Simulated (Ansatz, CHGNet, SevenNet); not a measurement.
Graphite: properties by level of theory

Reference values: lattice constant a 2.461 Å (measured, 300 K, no zero-point or thermal correction, our sources range from 2.456 to 2.461; as tabulated in Wikipedia's data pages); lattice parameter c 6.67 Å (measured, low temperature, zero-point motion not removed; as tabulated in Berland et al. (2010), arXiv:1007.3305).

```json
[
 {"level (code)": "CHGNet 0.3.0", "lattice constant a (Å)": "2.467", "c axis length (Å)": "7.684"},
 {"level (code)": "SevenNet-0", "lattice constant a (Å)": "2.469", "c axis length (Å)": "8.566"},
 {"level (code)": "SevenNet-l3i5", "lattice constant a (Å)": "2.468", "c axis length (Å)": "8.063"},
 {"level (code)": "r²SCAN+rVV10 (Ansatz)", "lattice constant a (Å)": "2.455", "c axis length (Å)": "6.676"}
]
```

Differences from the reference values (errors of the level alone only where the reference is corrected to a static lattice):

```json
[
 {"level": "CHGNet 0.3.0", "lattice constant a (%)": "+0.24", "lattice parameter c (%)": "+15.2"},
 {"level": "SevenNet-0", "lattice constant a (%)": "+0.33", "lattice parameter c (%)": "+28"},
 {"level": "SevenNet-l3i5", "lattice constant a (%)": "+0.28", "lattice parameter c (%)": "+21"},
 {"level": "r²SCAN+rVV10", "lattice constant a (%)": "-0.24", "lattice parameter c (%)": "+0.09"}
]
```

Nearest: lattice constant a, not ranked (reference at room or unstated temperature); lattice parameter c, r²SCAN+rVV10.

Machine-learned potentials (CHGNet 0.3.0, SevenNet-0, SevenNet-l3i5) are trained on DFT data: a solid inside that data is no test of them.

Caveats: the cell moved over 20 % in volume from its start (SevenNet-0). Ansatz's density-functional and Hartree–Fock values are scalar-relativistic unless marked +SOC, with PAW data made under PBE.

Differences are worked out from the printed values.

Static lattice: no zero-point or thermal effects.

Ansatz is an electronic-structure program.
